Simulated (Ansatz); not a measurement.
HOSi, HOGe: bond dissociation energies

Ansatz 0.2.0, basis cc-pVDZ; geometries are PBE0/def2-TZVP minima. Wave-function levels freeze the cores with the filled d shells of p-block atoms; HF, MP2 and coupled cluster are restricted for singlets and unrestricted otherwise, atoms included (their steps beyond CCSDT(Q) come from restricted open-shell runs), restricted open-shell where a d shell is frozen. The reference is CCSDTQ (coupled cluster only where its series has nearly closed). An error is the level's value less the reference. None of these values is a measured one. Energies are electronic, without zero-point terms. No spin–orbit coupling and no scalar relativity. The set is small: it underbinds, by tens of kJ/mol for each bond, so near ties and functionals' places can change in larger sets. The species are chosen: bound, without strong static correlation by their natural occupations or amplitudes, in their lowest spin state as far as vertical gaps and like structures tell, and with a ladder that closes on the reference, so errors are smaller than for species at large; levels whose determinant breaks symmetry or spin markedly are left out.

| species | bonds (Å) | quantity | symmetry of the states | reference | value (kJ/mol) | error CCSD | error CCSD(T) | error CCSDT | error CCSDT(Q) |
| --- | --- | --- | --- | --- | --- | --- | --- | --- | --- |
| HOSi, doublet | O–Si 1.650, O–H 0.962, angle at O 119° | O–H bond energy, to SiO (singlet) + H | A' / Σ⁺ | CCSDTQ | 140.3 | 14.2 | 1.7 | 1.6 | -0.7 |
| HOGe, doublet | O–Ge 1.786, O–H 0.962, angle at O 115° | O–H bond energy, to GeO (singlet) + H | A' / Σ⁺ | CCSDTQ | 183.5 | 19.6 | 2.1 | 2.2 | -1.5 |

The reference rises from Si to Ge, by 43.2 kJ/mol in all.
